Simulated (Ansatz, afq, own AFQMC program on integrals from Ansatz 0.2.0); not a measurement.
Two steps: Ansatz 0.2.0 writes the Fock matrix and Cholesky factors of the valence space, and afq projects on them the lowest state that overlaps trial and start.

```yaml
crystal:
  periodic: [false, false, false]
  atoms:
    - {symbol: Al, position_ang: [0.000000, 0.000000, 0.000000]}
basis:
  gaussian: {orbitals: cc-pVTZ}
magnetization: {spin_polarized: false, initial_magnetization: 3}
correlation: {method: ccsd_t, electrons: outside_noble_gas, hamiltonian_folder: ham}
```

```sh
$ ansatz run in.yaml --threads 1 --pin off --events-out ev --progress --plain --max-ram 1843MiB
```

Options of the walk:

```
--method free --trial cisd --walkers 80 --time-step 0.03 --max-blocks 80 --target-error 0.00021 --factor-cut 1e-05 --seed 2728 --times 0,0.3,0.6,1.2,1.8,2.4,3.6,4.8,6 --taylor-order 8
```

Times are imaginary, in 1/Eh. The walk had a cap of 504 s.

Log:

```
orbitals 29  electrons 3 0  factors 191 of 217
reference energy -241.79048896 Eh
CCSD correlation -0.01423481 Eh in 8 cycles, weight of the determinant in the CISD state 0.9808
repeat  energy at the last time / Eh  error
    10  -241.804952  0.000021
    20  -241.804924  0.000018
    30  -241.804916  0.000014
time / (1/Eh)  energy / Eh  error  mean overlap
  0.00  -241.804724  0.000000  1.0196
  0.30  -241.804798  0.000003  1.0192
  0.60  -241.804842  0.000004  1.0141
  1.20  -241.804888  0.000006  1.0155
  1.80  -241.804906  0.000007  1.0129
  2.40  -241.804916  0.000008  1.0116
  3.60  -241.804931  0.000010  1.0155
  4.80  -241.804905  0.000012  1.0190
  6.00  -241.804917  0.000014  1.0079
energy -241.804917 +/- 0.000014 Eh
```

The run passed its tests (error under three times the target), which doesn't prove that it has relaxed.

Against this walk (error 0.4 meV) on the same determinant: CCSD(T) 1.7 meV higher, full CI 0.1 meV lower (within the noise). The error is statistical, and a free projection of finite length keeps a remainder of its start.

Cautions: remainder of the start not in the error; another spin lies lower (by 3.45 eV).

The walk took 34 s on 1 thread of Arm Neoverse V1, on a shared host. The log's last line is the free-projection energy.

A walk keeps the symmetry of its determinant, which the program's search chose and which needn't be the lowest solution, so a lower state of the same spin and another symmetry isn't excluded.
